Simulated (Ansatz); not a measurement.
# Atomization energy of C₂Cl₄, singlet, from cheap to dear

Geometry (MP2(full)/6-31G*, from the G2/97 set):

```xyz
6

C     0.0000    0.0000    0.6754
C     0.0000    0.0000   -0.6754
Cl    0.0000    1.4489    1.5897
Cl    0.0000   -1.4489    1.5897
Cl    0.0000   -1.4489   -1.5897
Cl    0.0000    1.4489   -1.5897
```

Measured, as an electronic atomization energy: 466.6 kcal/mol (G2/97 heats of formation of molecule and atoms, with zero-point and thermal terms from B3LYP taken off; Curtiss et al., J. Chem. Phys. 106, 1063 (1997), Staroverov et al., J. Chem. Phys. 119, 12129 (2003)). The measured value holds scalar relativity and spin–orbit coupling, which all computed ones lack, and core correlation, which the wave-function levels lack. Atoms are taken at the same level; beside RHF, RMP2 and RCC rows they are unrestricted. Ansatz 0.2.0; the 6-31G* set has Cartesian d functions; a miss is computed less measured; times are wall times on shared hosts and scatter by a factor of two or so.

```json
{"level": "RCCSD(T)", "basis": "STO-3G", "miss (kcal/mol)": "-67.7", "time of the run": "1.2 s", "hardware": "1 CPU thread"}
{"level": "CISD", "basis": "STO-3G", "miss (kcal/mol)": "-80.1", "time of the run": "1.3 s", "hardware": "1 CPU thread"}
{"level": "revPBE", "basis": "STO-3G", "miss (kcal/mol)": "31.3", "time of the run": "1.8 s", "hardware": "1 CPU thread"}
{"level": "PBE0", "basis": "STO-3G", "miss (kcal/mol)": "32.1", "time of the run": "2.1 s", "hardware": "1 CPU thread"}
{"level": "SPW92", "basis": "6-31G*", "miss (kcal/mol)": "115.0", "time of the run": "2.1 s", "hardware": "1 CPU thread"}
{"level": "RPA-PBE", "basis": "STO-3G", "miss (kcal/mol)": "-150.7", "time of the run": "2.2 s", "hardware": "1 CPU thread"}
{"level": "SPW92", "basis": "6-31G", "miss (kcal/mol)": "58.4", "time of the run": "2.5 s", "hardware": "1 CPU thread"}
{"level": "SPW92", "basis": "cc-pV(D+d)Z", "miss (kcal/mol)": "117.6", "time of the run": "2.8 s", "hardware": "1 CPU thread"}
{"level": "PBE", "basis": "6-31G", "miss (kcal/mol)": "-27.2", "time of the run": "3 s", "hardware": "1 CPU thread"}
{"level": "B3LYP", "basis": "6-31G", "miss (kcal/mol)": "-79.5", "time of the run": "4 s", "hardware": "1 CPU thread"}
{"level": "PBE", "basis": "6-31G*", "miss (kcal/mol)": "28.2", "time of the run": "4.8 s", "hardware": "1 CPU thread"}
{"level": "PBE", "basis": "cc-pV(D+d)Z", "miss (kcal/mol)": "30.3", "time of the run": "5.5 s", "hardware": "1 CPU thread"}
{"level": "PBE0", "basis": "6-31G", "miss (kcal/mol)": "-54.5", "time of the run": "5.5 s", "hardware": "1 CPU thread"}
{"level": "B2PLYP", "basis": "6-31G", "miss (kcal/mol)": "-98.8", "time of the run": "6 s", "hardware": "1 CPU thread"}
{"level": "RPA-PBE", "basis": "6-31G*", "miss (kcal/mol)": "-86.8", "time of the run": "7 s", "hardware": "1 CPU thread"}
{"level": "r2SCAN", "basis": "6-31G", "miss (kcal/mol)": "-51.9", "time of the run": "8 s", "hardware": "1 CPU thread"}
{"level": "BCCD(T)", "basis": "cc-pV(D+d)Z", "miss (kcal/mol)": "-48.0", "time of the run": "8 s", "hardware": "H100 + 2 CPU threads"}
{"level": "RCCSDT(Q)", "basis": "STO-3G", "miss (kcal/mol)": "-67.0", "time of the run": "8 s", "hardware": "1 CPU thread"}
{"level": "r2SCAN", "basis": "cc-pV(T+d)Z", "miss (kcal/mol)": "11.7", "time of the run": "8.5 s (with forces)", "hardware": "H100 + 2 CPU threads"}
{"level": "B3LYP", "basis": "cc-pV(D+d)Z", "miss (kcal/mol)": "-19.1", "time of the run": "8.5 s", "hardware": "1 CPU thread"}
{"level": "SPW92", "basis": "cc-pV(T+d)Z", "miss (kcal/mol)": "122.5", "time of the run": "9 s", "hardware": "H100 + 2 CPU threads"}
{"level": "revPBE", "basis": "cc-pV(T+d)Z", "miss (kcal/mol)": "3.5", "time of the run": "9.5 s", "hardware": "H100 + 2 CPU threads"}
{"level": "RCCSD(T)", "basis": "6-31G*", "miss (kcal/mol)": "-40.7", "time of the run": "9.5 s", "hardware": "1 CPU thread"}
{"level": "wB97M-V", "basis": "STO-3G", "miss (kcal/mol)": "35.1", "time of the run": "9.5 s", "hardware": "1 CPU thread"}
{"level": "r2SCAN0", "basis": "cc-pV(T+d)Z", "miss (kcal/mol)": "-6.4", "time of the run": "10 s", "hardware": "H100 + 2 CPU threads"}
{"level": "RCCSD(T)", "basis": "cc-pV(D+d)Z", "miss (kcal/mol)": "-48.3", "time of the run": "12 s", "hardware": "H100 + 2 CPU threads"}
{"level": "B2PLYP", "basis": "6-31G*", "miss (kcal/mol)": "-22.6", "time of the run": "12 s", "hardware": "1 CPU thread"}
{"level": "r2SCAN", "basis": "6-31G*", "miss (kcal/mol)": "5.7", "time of the run": "12 s", "hardware": "1 CPU thread"}
{"level": "B3LYP", "basis": "cc-pV(T+d)Z", "miss (kcal/mol)": "-14.7", "time of the run": "14 s", "hardware": "H100 + 2 CPU threads"}
{"level": "wB97M-V", "basis": "6-31G", "miss (kcal/mol)": "-60.2", "time of the run": "15 s", "hardware": "1 CPU thread"}
{"level": "B2PLYP", "basis": "cc-pV(D+d)Z", "miss (kcal/mol)": "-22.4", "time of the run": "15 s", "hardware": "1 CPU thread"}
{"level": "wB97X-V", "basis": "cc-pV(Q+d)Z", "miss (kcal/mol)": "5.3", "time of the run": "18 s", "hardware": "H100 + 2 CPU threads"}
{"level": "wB97M-V", "basis": "cc-pV(T+d)Z", "miss (kcal/mol)": "7.0", "time of the run": "18 s (with forces)", "hardware": "H100 + 2 CPU threads"}
{"level": "B2PLYP", "basis": "cc-pV(Q+d)Z", "miss (kcal/mol)": "-3.9", "time of the run": "19 s", "hardware": "H100 + 2 CPU threads"}
{"level": "PBE", "basis": "cc-pV(Q+d)Z", "miss (kcal/mol)": "35.3", "time of the run": "20 s", "hardware": "H100 + 2 CPU threads"}
{"level": "RCCSD(T)", "basis": "cc-pV(T+d)Z", "miss (kcal/mol)": "-19.1", "time of the run": "23 s (with forces)", "hardware": "H100 + 2 CPU threads"}
{"level": "RCCSDT(Q)", "basis": "6-31G", "miss (kcal/mol)": "-130.8", "time of the run": "23 s", "hardware": "H100 + 2 CPU threads"}
{"level": "wB97M-V", "basis": "cc-pV(D+d)Z", "miss (kcal/mol)": "3.2", "time of the run": "28 s", "hardware": "1 CPU thread"}
{"level": "CISD", "basis": "6-31G", "miss (kcal/mol)": "-169.7", "time of the run": "31 s", "hardware": "1 CPU thread"}
{"level": "CISDTQ", "basis": "STO-3G", "miss (kcal/mol)": "-67.7", "time of the run": "33 s", "hardware": "1 CPU thread"}
```

The smallest set from which on each level stays within 1 kcal/mol of its own cc-pV(Q+d)Z value: RHF cc-pV(T+d)Z; UHF none (cc-pV(T+d)Z is 1.0 kcal/mol off); PBE none (cc-pV(T+d)Z is 1.0 kcal/mol off); r2SCAN cc-pV(T+d)Z; B3LYP none (cc-pV(T+d)Z is 1.3 kcal/mol off); wB97M-V none (cc-pV(T+d)Z is 1.0 kcal/mol off); B2PLYP none (cc-pV(T+d)Z is 4.7 kcal/mol off); RMP2 none (cc-pV(T+d)Z is 13.3 kcal/mol off); RCCSD(T) none (cc-pV(T+d)Z is 13.3 kcal/mol off).
